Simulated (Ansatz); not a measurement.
`N=C(O)C=CF`, relaxed with RKS PBE-D4/def2-SVP in Ansatz from a rough embedded geometry. The force threshold is 0.03 eV/Å; the program also tests the step.

The species carries charge 0 and has multiplicity 1.

Start:

```xyz
10

N     1.466    0.666   -0.432
C     0.212    0.744   -0.322
O    -0.328    1.906   -0.687
C    -0.811   -0.173    0.249
C    -0.520   -1.410    0.569
F     0.760   -1.907    0.544
H     1.756   -0.330   -0.149
H     0.422    2.457   -0.929
H    -1.785    0.187    0.212
H    -1.172   -2.141    0.944
```

(1) By how much does the energy fall, and how many steps does the optimiser take? (An estimate is asked.)

(2) Which bonds change most? (Estimate.)

(3) Give the relaxed structure. (Estimate.)

Results:

(1) Ansatz gave: 37.81 kJ/mol, in 7 steps.

(2) Ansatz gave: C4–H9 from 1.039 to 1.100 Å; C5–H10 from 1.049 to 1.102 Å; N1–H7 from 1.075 to 1.028 Å; C4–C5 from 1.310 to 1.346 Å.

(3) Ansatz gave: 
```xyz
10

N     1.516    0.663   -0.455
C     0.245    0.780   -0.314
O    -0.359    1.948   -0.659
C    -0.751   -0.189    0.190
C    -0.508   -1.451    0.590
F     0.716   -2.004    0.583
H     1.838   -0.267   -0.158
H     0.378    2.515   -0.976
H    -1.795    0.152    0.240
H    -1.280   -2.146    0.959
```
